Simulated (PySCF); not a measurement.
Compound: difluoroacetate, C2HF2O2 (charge -1).
Numbering: `[O:1]=[C:2]([O-:3])[CH:4]([F:5])[F:6]` (hydrogens: H7 on C4)

The calculation used PySCF, PBE0-D3(BJ)/def2-SVP geometry optimisation, gas phase.

Give the optimised bond lengths and angles.

```tsv
bond	length (Å)	order
O1=C2, C2–O3	1.241	double/single
C2–C4	1.558	single
C4–F5, C4–F6	1.367	single
C4–H7	1.107	single
```

Bonds in one row agree within 0.01 Å and their mean is given. Orders are formal, as drawn. A selection of angles:
```tsv
angle	degrees
O1–C2–O3	132.1
O1–C2–C4	111.4
O3–C2–C4	116.5
C2–C4–F5	110.6
C2–C4–F6	114.2
C2–C4–H7	110.8
F5–C4–F6	105.9
F5–C4–H7	107.0
```

Torsions: O1–C2–C4–F5 75° (synclinal). The mirror-image conformer, all signs reversed, is as good.

C2 (carboxylate carbon) is planar (angles 132.1°, 116.5° and 111.4°, sum 360.0°, 0.00 Å off the plane of its three neighbours).

Point group: C1 (no symmetry element, even within 0.4 Å). PBE0-D3(BJ)/def2-SVP frequencies: not computed here. The geometry's basis has no diffuse functions, a weakness for an anion.
